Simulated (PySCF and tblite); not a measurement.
Results of a calculation; reference values are marked as such.
C₄H₇F, numbered as in [CH2:1]=[CH:2][CH2:3][CH2:4][F:5].

Geometries PBE0-D3(BJ)/def2-SVP; weights from PBE0-D3(BJ)/def2-TZVP energies and GFN2-xTB thermal corrections, with symmetry numbers and mirror pairs. Conformers within 4 kcal/mol (GFN2-xTB free energy) were kept, 7 at most. Of two unlike H on one atom, a is the less shielded (PBE0/pcSseg-1). Run with PySCF (density fitting) and tblite.

An NOE distance is ⟨r⁻⁶⟩^(−1/6) over all pairs of like atoms and, for the average, over conformers.

Torsions listed: C1–C2–C3–C4, C2–C3–C4–F5. Of a mirror pair one member is shown.

| conformer | shape | weight % |
| --- | --- | --- |
| 1 | -117°, -176° | 35.0 |
| 2 | 124°, 61° | 34.5 |
| 3 | 122°, -63° | 17.8 |
| 4 | -11°, 66° | 7.1 |

Not shown: 1 more, 5.6 % in all.

(1) Which H–H contacts under 3.5 Å would NOEs report (pairs on one atom left out) at 298.15 K?

(2) In a model where alignment follows shape alone (order matrix 0.002 × (3G/tr G − 1)/2, G the second moments of the atom positions; splitting J + 2D), what are the one-bond C–H dipolar couplings D?

## Answers

(1) 
```csv
pair,in 1 (Å),in 2 (Å),in 3 (Å),in 4 (Å),average (Å)
H1b ··· H2,2.43,2.44,2.44,2.42,2.43
H3 ··· H4,2.69,2.56,2.55,2.55,2.61
H2 ··· H3,2.74,2.76,2.76,2.52,2.71
H1a ··· H3,2.72,2.71,2.70,3.57,2.76
H2 ··· H4,2.84,3.36,2.93,3.98,3.06
H1a ··· H2,3.08,3.09,3.09,3.08,3.09
H1a ··· H4,3.98,4.15,4.61,2.79,3.46
```

Longer pairs under the limit may be missing.

(2) H1b -13.5 Hz (-13.6 in conformer 1), H1a 9.0 Hz (11.2 in conformer 1), H2 8.9 Hz (11.2 in conformer 1), H3 10.6 Hz (10.7 in conformer 1), H4 4.4 Hz (11.3 in conformer 1).
